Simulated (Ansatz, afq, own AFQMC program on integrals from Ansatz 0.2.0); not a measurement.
Where AFQMC and coupled cluster stand for SiH₄O, triplet

```xyz
6

Si   -0.9480    0.0000    0.0000
H    -1.4429    1.3997    0.0000
H    -1.4429   -0.6999    1.2122
H    -1.4429   -0.6999   -1.2122
H     0.7440    0.0000    0.0000
O     1.8900    0.0000    0.0000
```

Connectivity, by distances: SiH3 ··· O, 1 bridging H.

Basis cc-pVTZ. Only valence electrons are correlated. Ansatz 0.2.0 and our own AFQMC program on the same integrals; the CISD trial comes from CCSD amplitudes, and released means the phaseless constraint is let go. ± is one standard error of the sampling.

Determinant: UHF, the one that the program's search chose, which needn't be the lowest solution. The geometry is a point of a scan.

No full CI on the walks' own integrals is used here. The released AFQMC energy serves as the reference, which it does only where one determinant dominates, the energy is flat over the last release times and near the phaseless one (40 meV or 2 meV an electron, half that with transition metals). On small molecules, where full CI could be run and the noise was under 10 meV, such values lay within 10 meV of it in 19 cases of 20, a flattering rate, since the rule was set on those same cases; what remains of the bias isn't in the error bar.

Cautions: lower spins were not checked; the released value is read at 1.62 1/Eh, later times being too noisy (meV from the phaseless value at times in 1/Eh: -10 ± 5 at 0.24, -17.0 ± 1.7 at 0.51, -29 ± 3 at 0.99, -22 ± 6 at 1.62, -20 ± 15 at 2.40).

- T1 diagnostic: 0.0177
- weight of the determinant in the CISD state: 0.868
- ⟨S²⟩ of the determinant: 2.040
- size of the correlated space: 14 electrons in 114 orbitals

```json
{"level": "MP2", "correlation energy (eV)": "-8.8152"}
{"level": "CCSD", "correlation energy (eV)": "-9.9775"}
{"level": "CCSD(T)", "correlation energy (eV)": "-10.2630"}
```

Task: Estimate where phaseless AFQMC with a CISD trial lies against CCSD(T) on the same integrals.

Result: 2.6 ± 0.7 kJ/mol below CCSD(T).

Reference: AFQMC with the constraint released, correlation energy -10.313 ± 0.006 eV.

```json
{"level": "CCSD(T)", "E − E(reference) (kJ/mol)": "4.8 ± 0.6", "share of correlation (%)": "99.52"}
{"level": "ph-AFQMC/CISD", "E − E(reference) (kJ/mol)": "2.2 ± 0.9", "share of correlation (%)": "99.78"}
```

A walk keeps the symmetry of its determinant, which the program's search chose and which needn't be the lowest solution, so a lower state of the same spin and another symmetry isn't excluded. Released energies are given only where the last usable release times agree within the noise; a slower fall can still hide under it.
